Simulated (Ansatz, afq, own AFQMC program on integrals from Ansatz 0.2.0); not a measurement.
**Where AFQMC and coupled cluster stand for BH4, doublet**

| atom | x (Å) | y (Å) | z (Å) |
| --- | --- | --- | --- |
| B | -0.1512 | 0.0000 | 0.0000 |
| H | -0.7479 | 1.0336 | 0.0000 |
| H | -0.7479 | -1.0336 | 0.0000 |
| H | 1.0423 | 0.0000 | 0.0000 |
| H | 2.0748 | 0.0000 | 0.0000 |

Basis cc-pVTZ. Only valence electrons are correlated. Integrals, coupled cluster, full CI and functionals: Ansatz 0.2.0; the random walks run on the same integrals in our own AFQMC program. The CISD trial takes its coefficients from CCSD amplitudes. Released means that phaseless walkers are propagated on without the constraint, phases kept. Error bars are statistical, one sigma.

Determinant: UHF, the one that the program's search chose, which needn't be the lowest solution. The geometry is a point of a scan.

No full CI on the walks' own integrals is used here; CCSDT(Q) serves as the reference and is uncertain by about the last step of the cluster series.

* T1 diagnostic: 0.0109
* weight of the determinant in the CISD state: 0.933
* ⟨S²⟩ of the determinant: 0.762
* size of the correlated space: 7 electrons in 85 orbitals

Reference: CCSDT(Q), correlation energy -4.107 eV. The released energy is read at 2.40 1/Eh (meV from the phaseless value at times in 1/Eh: 0.4 ± 1.8 at 0.24, 1.5 ± 2.0 at 0.51, -1.9 ± 1.3 at 0.99, -0.5 ± 1.3 at 1.62, -2.3 ± 2.0 at 2.40).

```json
{"level": "HF", "E − E(reference) (kJ/mol)": "396.3", "share of correlation (%)": "0.00"}
{"level": "MP2", "E − E(reference) (kJ/mol)": "74.3", "share of correlation (%)": "81.26"}
{"level": "CCSD", "E − E(reference) (kJ/mol)": "9.7", "share of correlation (%)": "97.54"}
{"level": "CCSD(T)", "E − E(reference) (kJ/mol)": "1.6", "share of correlation (%)": "99.59"}
{"level": "CCSDT", "E − E(reference) (kJ/mol)": "0.2", "share of correlation (%)": "99.96"}
{"level": "ph-AFQMC/HF", "E − E(reference) (kJ/mol)": "1.7 ± 1.9", "share of correlation (%)": "99.57"}
{"level": "ph-AFQMC/CISD", "E − E(reference) (kJ/mol)": "0.1 ± 0.2", "share of correlation (%)": "99.97"}
{"level": "released AFQMC", "E − E(reference) (kJ/mol)": "-0.1 ± 0.2", "share of correlation (%)": "100.02"}
```

A walk keeps the symmetry of its determinant, which the program's search chose and which needn't be the lowest solution, so a lower state of the same spin and another symmetry isn't excluded. Released energies are given only where the last usable release times agree within the noise; a slower fall can still hide under it.
